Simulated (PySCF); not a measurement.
**P: ionisation energy**

P [Ne] 3s2 3p3 (4S) → P⁺ [Ne] 3s2 3p2 (3P), as a difference of total energies. All numbers are calculated (PySCF 2.14, the spin-free X2C one-electron Hamiltonian (Gaussian nucleus), in aug-cc-pVTZ-DK). Correlated levels: valence: [Ne] frozen. The calculations carry no spin-orbit coupling.

| method | ionisation energy (eV) |
| --- | --- |
| UHF | 9.901 |
| MP2 (valence) | 10.485 |
| SCS-MP2 (valence) | 10.307 |
| CCSD (valence) | 10.420 |
| CCSD(T) (valence) | 10.465 |

Q: How much does correlation contribute at CCSD(T) (valence)?

A: 10.465 − (9.901) = 0.564 eV, measured against UHF.

Errors of the correlated levels include the incompleteness of this basis and the frozen core.

For comparison: 10.526 eV (measured; NIST levels, between the centres of gravity of the two terms).
